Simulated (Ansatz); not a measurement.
Rock-salt MnSe

These are PBEsol (plane waves, PAW; Ansatz, an electronic-structure program) values and carry that method's errors.

Settings: plane-wave cutoff 500 eV, 12×12×12 k mesh, Fermi–Dirac smearing 0.05 eV, ferromagnetic start, spin-polarised with parallel moments, scalar-relativistic PAW data made under PBE.

Cell (relaxed at this level):

```cif
data_Mn2Se2
_chemical_formula_sum 'Mn2 Se2'
_space_group_name_H-M_alt 'P 1'
_space_group_IT_number 1
_cell_length_a 6.41541
_cell_length_b 6.41541
_cell_length_c 6.41541
_cell_angle_alpha 33.552
_cell_angle_beta 33.552
_cell_angle_gamma 33.552
loop_
_space_group_symop_operation_xyz
  'x, y, z'
loop_
_atom_site_label
_atom_site_type_symbol
_atom_site_fract_x
_atom_site_fract_y
_atom_site_fract_z
_atom_site_occupancy
Mn1 Mn 0.00000 0.00000 0.00000 1
Mn2 Mn 0.50000 0.50000 0.50000 1
Se1 Se 0.25000 0.25000 0.25000 1
Se2 Se 0.75000 0.75000 0.75000 1
```

* **band gap**: zero (no gap)

Note: the magnetic order was assumed, not searched for or taken from measurement; the relaxation could not lower the start's symmetry, so the cell can be a saddle point above a distorted one; the volume lies 11 % below that of the published cell.

Spin–orbit coupling is not included.

The computed numbers hold no vibrational or temperature effects.
